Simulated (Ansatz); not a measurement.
A made-up structure of H2S2, singlet:

```tsv
atom	x (Å)	y (Å)	z (Å)
S1	0.8072	-0.5163	-0.0402
S2	0.0934	0.9134	0.2769
H3	-0.2816	-1.0169	0.6130
H4	-0.6190	0.6197	-0.8496
```

It is relaxed with PBE-D4/def2-SVP and then PBE0-D4/def2-TZVP (Ansatz 0.2.0). Atoms count as bonded within 1.22 times the sum of their covalent radii (H–H: 0.88 Å). The end point is not checked to be a true minimum.

Q: Does its bonding change? (Judge from chemistry; the calculation decides.)

A: By the calculation: No: no bond forms or breaks.

Where it ends: The first stage lowers the energy by 5.22 eV in 7 steps. It ends as H₂S₂ ([SH][SH]):
```xyz
4
angstrom
S 0.8332 -0.7503 0.0937
S 0.0009 1.1181 0.1255
H -0.1148 -1.4059 0.7909
H -0.7193 1.0381 -1.0101
```

Labels in which every atom is bracketed show which atoms are joined, not bond orders.

For scale, one of the runs: PBE0-D4/def2-TZVP relaxation, 86 basis functions, launched by `ansatz run in.yaml --threads 2 --pin off --events-out ev --progress --plain --max-ram 4352MiB`. The run took about 7.5 s on 2 CPU threads of an Arm Neoverse N1 (shared host).
